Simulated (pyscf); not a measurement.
Routes from `[SH][Ga]([Cl])[Cl]` + `[FH]`

Candidate steps break at most two bonds and form at most two. Each was searched with GFN2-xTB (tblite) first. Single points on ωB97X-D3(BJ)/def2-SVP structures (PySCF, gas phase). Energies: ωB97M-D3(BJ)/def2-TZVP, kcal/mol, from the separated reactants, singlet surface; ΔG‡ with ideal gas, 1 atm, RRHO with modes under 100 cm⁻¹ raised to 100, one conformer, R ln 2 for chiral ones without a mode under 150 cm⁻¹.

```
products                           type   ΔE‡    ΔE  ΔG‡ 298 K  ΔG‡ 900 K  ν‡ (cm⁻¹)
-----------------  --------------------  ----  ----  ---------  ---------  ---------
H₂S + F–Ga(Cl)–Cl  four-centre exchange  -1.4  +2.4          –          –       865i
F–Ga(SH)–Cl + HCl  four-centre exchange   3.6  +6.8          –          –       454i
```

A dash marks a saddle under its separated products, whose escape then sets the rate. Row 1: On the reactant side the descent ends in an adduct with a F–Ga contact, 9.4 kcal/mol under the separated species and 6.8 kcal/mol under the saddle at ωB97X-D3(BJ)/def2-TZVP. On the product side the descent ends in an adduct with a Ga–S contact, 21.0 kcal/mol under the separated species and 13.1 kcal/mol under the saddle at ωB97X-D3(BJ)/def2-TZVP. Row 2: On the reactant side the descent ends in an adduct with a F–Ga contact, 9.1 kcal/mol under the separated species and 12.2 kcal/mol under the saddle at ωB97X-D3(BJ)/def2-TZVP. On the product side the descent ends in an adduct with a Cl–Ga contact, 9.3 kcal/mol under the separated species and 3.5 kcal/mol under the saddle at ωB97X-D3(BJ)/def2-TZVP. 

Plain bond fissions and candidates not yet searched are not listed, and one of them may be faster. Each barrier is that of the saddle found; lower ones may exist. Elements up to Kr have no core potential and no relativistic terms here.
